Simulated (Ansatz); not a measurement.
Computed with Ansatz on PBE0-D4/def2-TZVP structures; ΔE is electronic, products minus reactants. CCSD(T)/CBS is the MP2 limit (def2-TZVPP, def2-QZVPP) plus CCSD(T) − MP2 in def2-TZVPP, frozen cores. This one scheme is used for every species. DFT in def2-TZVPP. B3LYP here is the variant with VWN-RPA as its local correlation; programs differ in this. HSE06 is defined as in plane-wave codes. Open shells (•) are unrestricted, without spin–orbit coupling.

Consider the homolysis of the C–N bond: `CN(C)C` → `[CH3]`• + `C[N]C`•.

| level | ΔE (kJ/mol) | difference from CCSD(T)/CBS |
| --- | --- | --- |
| revPBE-D4 | 337.4 | -21.4 |
| r2SCAN-D4 | 316.4 | -42.4 |
| B3LYP-D4 | 330.5 | -28.3 |
| HSE06-D4 | 343.2 | -15.6 |
| CAM-B3LYP-D4 | 339.0 | -19.8 |
| PBE-QIDH | 353.6 | -5.2 |
| PBE | 339.6 | -19.2 |
| revPBE | 309.9 | -48.9 |
| BLYP | 308.1 | -50.7 |
| r2SCAN | 314.1 | -44.7 |
| r2SCANh | 313.7 | -45.1 |
| HSE06 | 336.7 | -22.1 |
| BHLYP | 309.9 | -48.9 |
| HF/def2-SVP | 223.8 | -135.0 |
| SCS-MP2/def2-TZVPP | 369.6 | 10.8 |
| SCS-MP2/def2-QZVPP | 375.5 | 16.7 |
| CCSD(T)/CBS | 358.8 | 0 |

Largest T1 diagnostic among the species: 0.014.

The D4 term adds +13.2 kJ/mol with B3LYP and +7.1 kJ/mol with PBE0; it sums over pairs of atoms, weighted by their polarisabilities, and B3LYP, whose exchange is more repulsive, gets the larger term. In def2-TZVPP, CCSD(T) changes the Hartree–Fock value by +143.8 kJ/mol (the triples alone add +12.7 kJ/mol) and MP2 by +176.2 kJ/mol; breaking electron pairs costs correlation energy, which Hartree–Fock lacks. Leaving LDA and LC-ωPBE aside and taking each functional with its dispersion term where it has one, the values, not all of them listed here, spread over 39.4 kJ/mol, from r2SCAN0-D4 to ωB97M-V. LDA lies +90.4 kJ/mol from PBE without D4, its usual overbinding.
